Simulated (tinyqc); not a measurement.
Worked calculation: CCD on RHF in the sto-6g basis, frozen core, for H2F+, spin multiplicity 1. One step of it, computed by the program tinyqc.

Task: Iteration 1: diagonalisation and new density. Diagonalise F' = X^T F X, C = X C', fill 5 alpha and 5 beta electrons from the bottom; D = 2 C_occ C_occ^T. Each column has its largest component positive (the first on a tie).

Fock matrix F (hartree):
```
             1F 1s      1F 2s     1F 2px     1F 2py     1F 2pz      2H 1s      3H 1s
1F 1s   -25.900928  -6.328178   0.000000  -0.000423  -0.015247  -1.428799  -1.362383
1F 2s    -6.328178  -3.110635   0.000000  -0.005772  -0.222065  -1.207138  -1.164417
1F 2px    0.000000   0.000000  -0.587675   0.000000   0.000000   0.000000   0.000000
1F 2py   -0.000423  -0.005772   0.000000  -0.743366  -0.003120  -0.396678   0.386410
1F 2pz   -0.015247  -0.222065   0.000000  -0.003120  -0.674862  -0.373374  -0.364479
2H 1s    -1.428799  -1.207138   0.000000  -0.396678  -0.373374  -0.758959  -0.465730
3H 1s    -1.362383  -1.164417   0.000000   0.386410  -0.364479  -0.465730  -0.733833
```

X:
```
                1          2          3         4          5          6         7
1F 1s   -0.318234   0.046825   0.745074  0.000000  -0.619284  -0.001467  0.153879
1F 2s    1.130760  -0.140002  -0.256931  0.000000  -0.284708  -0.002902  0.425836
1F 2px   0.000000   0.000000   0.000000  1.000000   0.000000   0.000000  0.000000
1F 2py   0.120923   0.860618  -0.001073  0.000000   0.003588   0.718721  0.005031
1F 2pz   0.465950  -0.058580   0.663543  0.000000   0.649660  -0.003290  0.178308
2H 1s   -0.800839  -0.765121  -0.160255  0.000000   0.131285   0.356847  0.385446
3H 1s   -0.550636   0.937646  -0.163899  0.000000   0.132839  -0.369055  0.376945
```

Give: F' = X^T F X; orbital energies; coefficients C; D after iteration 1.

Result:

F' = X^T F X (hartree):
```
         1        2         3        4         5        6        7
1  -0.6332   0.1392    2.2557   0.0000   -1.9474  -0.0101   0.2572
2   0.1392   0.1716   -0.3758   0.0000    0.3360  -0.0508  -0.0679
3   2.2557  -0.3758  -11.8260   0.0000   11.3272   0.0318  -4.8658
4   0.0000   0.0000    0.0000  -0.5877    0.0000   0.0000   0.0000
5  -1.9474   0.3360   11.3272   0.0000  -12.1415  -0.0339   5.0675
6  -0.0101  -0.0508    0.0318   0.0000   -0.0339  -0.8665   0.0109
7   0.2572  -0.0679   -4.8658   0.0000    5.0675   0.0109  -3.6132
```

orbital energies (hartree): MO1 -25.9055, MO2 -1.7169, MO3 -0.8690, MO4 -0.6691, MO5 -0.5877, MO6 0.0534, MO7 0.1984

coefficients C:
```
            MO1      MO2      MO3      MO4     MO5      MO6      MO7
1F 1s    0.9964  -0.2356   0.0023   0.0841  0.0000   0.1014   0.0108
1F 2s    0.0166   0.9279  -0.0127  -0.4323  0.0000  -0.7555  -0.0873
1F 2px   0.0000   0.0000   0.0000   0.0000  1.0000   0.0000   0.0000
1F 2py   0.0001   0.0057   0.7602  -0.0052  0.0000   0.0725  -0.8298
1F 2pz   0.0021   0.1956   0.0047   0.8570  0.0000  -0.5818  -0.0579
2H 1s   -0.0036   0.0759   0.3198   0.1936  0.0000   0.7029   0.9518
3H 1s   -0.0034   0.0719  -0.3213   0.1990  0.0000   0.8502  -0.7964
```

D after iteration 1:
```
          1F 1s    1F 2s  1F 2px   1F 2py   1F 2pz    2H 1s    3H 1s
1F 1s    2.1108  -0.4769  0.0000   0.0002   0.0562  -0.0088  -0.0087
1F 2s   -0.4769   2.0965  0.0000  -0.0042  -0.3781  -0.0347  -0.0305
1F 2px   0.0000   0.0000  2.0000   0.0000   0.0000   0.0000   0.0000
1F 2py   0.0002  -0.0042  0.0000   1.1560   0.0006   0.4852  -0.4898
1F 2pz   0.0562  -0.3781  0.0000   0.0006   1.5456   0.3645   0.3662
2H 1s   -0.0088  -0.0347  0.0000   0.4852   0.3645   0.2911  -0.1176
3H 1s   -0.0087  -0.0305  0.0000  -0.4898   0.3662  -0.1176   0.2960
```
